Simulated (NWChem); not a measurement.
Molecule: Li₂; SMILES [Li][Li]

All runs: NWChem. Pople sets run with spherical d functions. All runs use the structure optimised with PBE0/def2-SVP. Static field.

Question: Order these by “anisotropy (bohr³)”, lowest first: PBE0/def2-TZVPD; PBE0/def2-TZVP; PBE0/def2-SVP; PBE0/6-31G*.

Answer: PBE0/def2-TZVPD (100.2), PBE0/6-31G* (112.3), PBE0/def2-TZVP (125.8), PBE0/def2-SVP (186.3)
